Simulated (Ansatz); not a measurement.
Predict the output of the script below (the Ansatz DFT code, driven from Python).

The script, `md_h2nna.py`:
```python
# -*- coding: utf-8 -*-
"""A short Born-Oppenheimer trajectory of H2NNa."""

import ansatz
from ase import Atoms
import numpy as np

BASIS = "6-31G"
XC = "hf"
N_STEPS = 40
TEMPERATURE_K = 300

atoms = Atoms(["N", "Na", "H", "H"], positions=[
    (-0.3364, 0.2228, 0.0765),
    (1.5638, -0.2172, 0.7821),
    (-0.9691, -0.6176, 0.0623),
    (-0.2028, 0.5517, -0.9412),
])
h2nna = ansatz.Crystal.molecule_from_ase(atoms)

model = (
    h2nna.calculation()
    .basis(gaussian=BASIS)
    .functional(XC)
    .md("nve", timestep=0.5, steps=N_STEPS, temperature=TEMPERATURE_K, initial_velocities="maxwell_boltzmann", seed=29)
)
frames = []
model.session().plan().execute(on_event=lambda e: frames.append(e["data"]) if e["event"] == "md_step" else None)
print("t (fs)   E_pot (eV)      E_kin (eV)   T (K)   d(0-1) (A)")
for f in frames[::1]:
    xyz = np.array(f["positions_ang"])
    print(f"{f['time_fs']:6.2f} {f['lagrangian_ev']:14.5f} {f['e_kin_ev']:10.5f} {f['temperature_k']:8.1f} {np.linalg.norm(xyz[0] - xyz[1]):9.4f}")
kept = np.array([f["conserved_ev"] for f in frames])
print(f"conserved energy moves by at most {1000 * np.ptp(kept):.3f} meV")
```

```console
$ python md_h2nna.py
t (fs)   E_pot (eV)      E_kin (eV)   T (K)   d(0-1) (A)
  0.00    -5915.40256    0.07756    300.0    2.0742
  0.50    -5915.42973    0.10412    402.8    2.0747
  1.00    -5915.45905    0.13274    513.5    2.0753
  1.50    -5915.47993    0.15307    592.1    2.0761
  2.00    -5915.48444    0.15744    609.0    2.0770
  2.50    -5915.47098    0.14431    558.2    2.0779
  3.00    -5915.44540    0.11939    461.8    2.0788
  3.50    -5915.41862    0.09332    361.0    2.0796
  4.00    -5915.40214    0.07732    299.1    2.0802
  4.50    -5915.40367    0.07892    305.3    2.0807
  5.00    -5915.42401    0.09881    382.2    2.0811
  5.50    -5915.45586    0.12988    502.4    2.0813
  6.00    -5915.48672    0.16005    619.1    2.0815
  6.50    -5915.50545    0.17856    690.7    2.0818
  7.00    -5915.50797    0.18139    701.7    2.0823
  7.50    -5915.49841    0.17245    667.1    2.0830
  8.00    -5915.48595    0.16064    621.4    2.0841
  8.50    -5915.48044    0.15558    601.8    2.0854
  9.00    -5915.48880    0.16406    634.6    2.0872
  9.50    -5915.51301    0.18805    727.4    2.0893
 10.00    -5915.54967    0.22422    867.3    2.0917
 10.50    -5915.59107    0.26499   1025.0    2.0944
 11.00    -5915.62756    0.30095   1164.1    2.0972
 11.50    -5915.65106    0.32422   1254.1    2.1002
 12.00    -5915.65829    0.33162   1282.8    2.1030
 12.50    -5915.65206    0.32587   1260.5    2.1056
 13.00    -5915.63996    0.31439   1216.1    2.1080
 13.50    -5915.63176    0.30676   1186.6    2.1098
 14.00    -5915.63624    0.31147   1204.8    2.1112
 14.50    -5915.65659    0.33140   1281.9    2.1120
 15.00    -5915.68626    0.36012   1393.0    2.1124
 15.50    -5915.71117    0.38418   1486.1    2.1124
 16.00    -5915.71858    0.39136   1513.8    2.1122
 16.50    -5915.70489    0.37810   1462.5    2.1118
 17.00    -5915.67643    0.35039   1355.4    2.1116
 17.50    -5915.64475    0.31941   1235.5    2.1115
 18.00    -5915.62088    0.29597   1144.9    2.1116
 18.50    -5915.61161    0.28675   1109.2    2.1121
 19.00    -5915.61785    0.29269   1132.2    2.1128
 19.50    -5915.63502    0.30933   1196.5    2.1140
 20.00    -5915.65469    0.32839   1270.3    2.1154
conserved energy moves by at most 2.477 meV
```

These settings explore the input space; basis and method may be short of convergence. The trajectory is only some femtoseconds long, so its temperature is not equilibrated; where the script doesn't relax first, it starts from a rough generated geometry. The temperature counts the internal degrees of freedom alone. Wall time of the script: 9.8 s on 1 thread of Arm Neoverse V1 (shared host), peak memory 0.13 GiB.

(A comment or docstring line of the script was reworded after the run, the code is as it ran; lines on the test bed's own set-up are left out of the output.)
